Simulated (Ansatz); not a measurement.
Two isomers of C2H5NO: A = `C=C(N)O`, B = `CNC=O`.

Isolated molecules relaxed with PBE0-D4/def2-TZVP in Ansatz; ΔE leaves out vibrations. CBS: MP2 limit from def2 TZ/QZ plus the TZ coupled-cluster correction, frozen cores. DFT in def2-TZVPP. B3LYP here is the variant with VWN-RPA as its local correlation; programs differ in this. One conformer a species, not always the lowest.

A:

```xyz
9

C    -0.2109    0.5442    1.0484
C    -0.0130    0.0664   -0.1859
N    -0.1750   -1.2393   -0.5890
O     0.3337    0.8287   -1.2515
H    -0.4643   -0.1158    1.8650
H    -0.1563    1.6054    1.2484
H     0.4310   -1.5115   -1.3471
H    -0.2026   -1.9099    0.1600
H     0.4574    1.7319   -0.9482
```

B:

Z-matrix (Å, degrees):
```
C
N 1 1.441
H 1 1.093 2 111.3
H 1 1.093 2 111.3 3 121.7
H 1 1.089 2 107.5 3 -119.2
C 2 1.351 1 122.9 3 120.1
H 2 1.005 1 119.4 3 -60.1
O 6 1.209 2 125.5 1 -0.1
H 6 1.106 2 112.0 1 180.0
```

Question: Which isomer does CCSD(T)/CBS put lower? Give the gap. (Best estimate.)

Answer: Ansatz gave: B, by 51.4 kJ/mol.

Question: Give E(B) − E(A) in kJ/mol with LDA (SPW92), B3LYP-D4, ωB97M-V, MP2/def2-TZVPP, B3LYP, PBE0-D4, PBE-D4. (An estimate is asked.)

Answer: Computed: LDA (SPW92) -49.9, B3LYP-D4 -60.0, ωB97M-V -52.3, MP2/def2-TZVPP -56.5, B3LYP -60.7, PBE0-D4 -55.7, PBE-D4 -60.9. None reverses the order clearly.

Question: Does the order hold for the free energy at 298.15 K (harmonic terms from PBE0-D4)? (An estimate is asked.)

Answer: The calculation gave: Yes: G(B) − G(A) = -52.3 kJ/mol, for one conformer each.

Largest T1 diagnostic: 0.015.

In def2-TZVPP, CCSD(T) changes the Hartree–Fock value by +4.5 kJ/mol (the triples alone add −1.2 kJ/mol) and MP2 by +3.7 kJ/mol. From BLYP to BHLYP (50 % exact exchange), in def2-TZVPP and without D4, E(B) − E(A) moves by +9.2 kJ/mol.
